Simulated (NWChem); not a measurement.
# carbonyl sulfide (COS); SMILES O=C=S

```xyz
3

O      0.0000     0.0000    -1.6821
C      0.0000     0.0000    -0.5257
S      0.0000     0.0000     1.0382
```
Atoms are numbered in this order, from 1.

All runs: NWChem. Pople sets run with spherical d functions. Structure relaxed at the PBE0/def2-SVP level.

For level Hartree-Fock/3-21G:

```yaml
orbital gap (eV): 14.63
dipole (D): 0.06
```

Q: How do the values read with level Hartree-Fock/6-31+G* instead?

A: 
| Quantity | Value |
|---|---|
| orbital gap (eV) | 13.06 |
| dipole (D) | 0.64 |
